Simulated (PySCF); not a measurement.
Computed spin Hamiltonian

Species: C2H3NO (triplet state).
Bonds: C1–C2, C2–N3, C2–O4 (double). Hydrogens: H5, H6, H7 on C1.

As a line formula: `CC([N])=O` [triplet].

Level of theory: PySCF, UKS B3LYP, IGLO-III on C N O, pcH-1 on H, non-relativistic, mean-field spin-orbit, GIAO. Geometry: PBE0-D3(BJ)/def2-SVP; no solvent, vibrations or thermal averaging. No stability test was run, so a lower SCF solution isn't excluded.

| Property | Result |
| --- | --- |
| g1, g2, g3 | 2.00310, 2.00320, 2.00543 |
| g_iso | 2.00391 |
| Form of g | close to axial: the two nearest values differ by 4 % of g3 − g1 |
| ⟨S²⟩ | 2.0268 (exact 2.0000) |
| D, E | 1.337, 0.039 cm⁻¹ |
| α and β electrons | 16, 14 |
| HOMO–LUMO gap, α and β orbitals | 7.69, 3.14 eV |

Isotropic coupling and dipolar principal values T1 to T3, in 10⁻⁴ cm⁻¹; ρ(0) is the spin density at the nucleus (1 × 10⁻⁴ cm⁻¹ = 2.998 MHz):

```csv
atom,isotope,a_iso,T1,T2,T3,Mulliken spin population,ρ(0) (bohr⁻³)
C1,13C,2.8,-0.8,-0.6,1.4,0.02,0.0151
C2,13C,-10.7,-5.3,1.3,3.9,-0.23,-0.0572
N3,14N,6.4,-13.8,4.6,9.2,1.79,0.1187
O4,17O,-6.2,-15.4,4.5,10.9,0.42,0.0617
H5,1H,-1.2,-0.7,-0.6,1.4,0.00,-0.0016
H6,1H,1.9,-1.5,-1.0,2.6,0.00,0.0026
H7,1H,0.9,-0.7,-0.5,1.2,0.00,0.0012
```

The largest Mulliken spin populations are on N3 (+1.79), O4 (+0.42) and C2 (-0.23). The positive populations add up to 2.23 and the negative ones to -0.23, together 2S = 2.

Axes: g3 points within 10° of the C2–O4 bond.

The 13C coupling of C2 (-32.2 MHz) shows only in satellite lines or after enrichment, since that isotope makes up about 1.07 % of natural carbon.

The 17O coupling of O4 (-18.7 MHz) shows only in satellite lines or after enrichment, since that isotope makes up about 0.038 % of natural oxygen.

β density exceeds α density at some nuclei, such as C2 (-0.0572), spin density in bohr⁻³. In a single determinant that takes different orbitals for the two spins, that is spin polarisation.

Hardware: one thread, x86-64 server (shared host). Cost: 23 s.
